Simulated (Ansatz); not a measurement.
Process, species as SMILES: [O+]#[Si-] (O-Si) + 3 [H][H] (H2) → O (H2O) + [SiH4] (SiH4)
B3LYP-D3(BJ)/def2-TZVP geometries, fixed; electronic energies without zero-point terms.

Effect of a fitting basis named in the input at PBE/def2-TZVPP with Ansatz (an electronic-structure program), against the last row, where the energy of full hydrogenation is -37.09 kcal/mol. The default fits or decomposes integrals by the program's own choice; accuracy: high also tightens integrals, grids and stops.

| setting | largest shift of a total energy (mEh) | shift of the energy of full hydrogenation (kcal/mol) |
|---|---|---|
| fitting: def2-SV(P)-JKFIT | -0.041 | 0.014 |
| fitting: def2-universal-JKFIT | -0.041 | 0.014 |
| fitting: cc-pVTZ-JKFIT | -0.025 | -0.013 |
| fitting: cc-pVQZ-JKFIT | -0.009 | -0.002 |
| fitting: cc-pV5Z-JKFIT | -0.008 | -0.002 |
| fitting: def2-universal-JFIT | -0.154 | 0.096 |
| accuracy: high | 0.001 | 0.000 |
| accuracy: medium (default) | 0.000 | 0.000 |

Within 0.02 kcal/mol in the energy of full hydrogenation: fitting: def2-SV(P)-JKFIT; fitting: def2-universal-JKFIT; fitting: cc-pVTZ-JKFIT; fitting: cc-pVQZ-JKFIT; fitting: cc-pV5Z-JKFIT; accuracy: high. The largest shift is 0.154 mEh in a total energy and 0.096 kcal/mol in the difference.
